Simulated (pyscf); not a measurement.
Four-centre exchange: `[F][Mo]([F])([F])([F])([F])[F]` + `[ClH]` → `[FH]` + `[F][Mo]([F])([F])([F])([F])[Cl]`

Gas phase, singlet surface, charge 0. Bonds broken: F1–Mo2, Cl8–H9. Bonds formed: F1–H9, Mo2–Cl8. Single points on ωB97X-D3(BJ)/def2-SVP structures (PySCF, gas phase).

Transition state (Å):

```xyz
9

F      0.6665     1.5558     0.2259
Mo     0.1083    -0.4065    -0.0991
F      1.5875    -0.1494    -1.1205
F     -1.2237     0.4999    -0.9178
F     -0.1063    -1.6525    -1.4155
F      1.3024    -0.6930     1.2375
F     -0.8404    -1.7049     0.7523
Cl    -1.1034     0.8364     1.9062
H     -0.1259     1.6378     1.1554
```

One imaginary mode, 622i cm⁻¹; descent along it reached the two sides named.

| bond | change | reactant side (Å) | saddle | product side |
|---|---|---|---|---|
| F1–Mo2 | breaks | 1.809 | 2.066 | 2.539 |
| Cl8–H9 | breaks | 1.285 | 1.470 | 2.322 |
| F1–H9 | forms | 2.7 | 1.224 | 0.936 |
| Mo2–Cl8 | forms | 3.9 | 2.7 | 2.350 |

Electronic energies relative to the separated reactants (kJ/mol):

| level | barrier | reaction energy | reverse barrier |
|---|---|---|---|
| ωB97X-D3(BJ)/def2-TZVP | 98.6 | +21.7 | 76.9 |
| PBE/def2-TZVP | 86.8 | +25.8 | 61.1 |
| r²SCAN/def2-TZVP | 79.7 | +28.3 | 51.4 |
| B3LYP-D3(BJ)/def2-TZVP | 98.0 | +23.1 | 74.9 |
| PBE0-D3(BJ)/def2-TZVP | 87.5 | +20.8 | 66.6 |
| M06-2X/def2-TZVP | 82.0 | +20.6 | 61.4 |
| ωB97M-D3(BJ)/def2-TZVP | 103.4 | +34.6 | 68.8 |
| HF/def2-TZVP | 177.0 | +43.8 | 133.2 |

With ωB97M-D3(BJ)/def2-TZVP energies and thermal terms (ideal gas, 1 atm, RRHO with modes under 100 cm⁻¹ raised to 100, one conformer, R ln 2 for chiral ones without a mode under 150 cm⁻¹), in kJ/mol:

| T (K) | ΔH‡ | ΔG‡ | ΔH | ΔG |
|---|---|---|---|---|
| 298 | 100.1 | 141.7 | +39.1 | +35.1 |
| 600 | 99.6 | 184.3 | +39.9 | +30.7 |
| 900 | 101.1 | 226.4 | +40.1 | +26.0 |
| 1200 | 103.0 | 267.8 | +39.9 | +21.3 |

One saddle was located; it need not be the lowest between these sides. Elements past Kr carry the def2 core potentials, without spin-orbit coupling.
